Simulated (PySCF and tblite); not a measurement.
C4H7N, numbered as in [CH3:1][CH2:2][CH2:3][C:4]#[N:5].

Geometries PBE0-D3(BJ)/def2-SVP; weights from PBE0-D3(BJ)/def2-TZVP energies and GFN2-xTB thermal corrections, with symmetry numbers and mirror pairs. Conformers within 4 kcal/mol (GFN2-xTB free energy) were kept, 7 at most. GIAO shieldings: PBE0/pcSseg-1. Shifts are against TMS (¹H), TMS (¹³C), NH3 (¹⁵N) at the same level. Programs: PySCF with density fitting and tblite.

Predict the averaged NMR shifts at 298.15 K.

¹H: 2.01 (H3, 2H), 1.45 (H2, 2H), 1.11 (H1, 3H) ppm. ¹³C: 124.1 (C4), 22.6 (C2), 19.9 (C3), 14.7 (C1) ppm. ¹⁵N: 305.3 (N5) ppm.

How do the conformers differ?

Torsions listed: C1–C2–C3–C4. Of a mirror pair one member is shown.
```json
{"conformer": "1", "shape": "-62°", "weight %": "73.0"}
{"conformer": "2", "shape": "180°", "weight %": "27.0"}
```

```tsv
signal	1	2	average
H1	1.16	0.99	1.11
H2	1.42	1.54	1.45
H3	2.07	1.86	2.01
C1	14.3	15.9	14.7
C2	22.3	23.5	22.6
C3	19.9	20.1	19.9
C4	124.0	124.2	124.1
N5	306.0	303.2	305.3
```

Unscaled ¹⁵N shifts at such levels can be off by tens of ppm; differences between conformers or isomers are more reliable. Shifts are unscaled: against experiment ¹³C can be off by 15 ppm or more and ¹H by 0.8 ppm.


¹⁵N shifts are against a computed isolated NH3 molecule, about 20 ppm from the liquid.